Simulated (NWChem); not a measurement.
Species: butadiene (C$_{4}$H$_{6}$); SMILES C=CC=C

```xyz
10

C     -0.1193     1.8469     0.0000
C      0.3964     0.6098     0.0000
C     -0.3964    -0.6098     0.0000
C      0.1193    -1.8469     0.0000
H     -1.2017     2.0112     0.0000
H      0.5189     2.7336     0.0000
H      1.4860     0.4825     0.0000
H     -1.4860    -0.4825     0.0000
H     -0.5189    -2.7336     0.0000
H      1.2017    -2.0112     0.0000
```
Atoms are numbered in this order, from 1.

Results from NWChem. Structure relaxed at the PBE0/def2-SVP level. Level: M06-2X/def2-SVP with SMD (1 M gas to 1 M solution), gas-phase geometry.

Question: Order these by “solvation free energy (kcal/mol)”, lowest first: benzene; chlorobenzene; methanol; water.

Answer: chlorobenzene (-3.3), benzene (-2.7), methanol (-1.9), water (1.0)
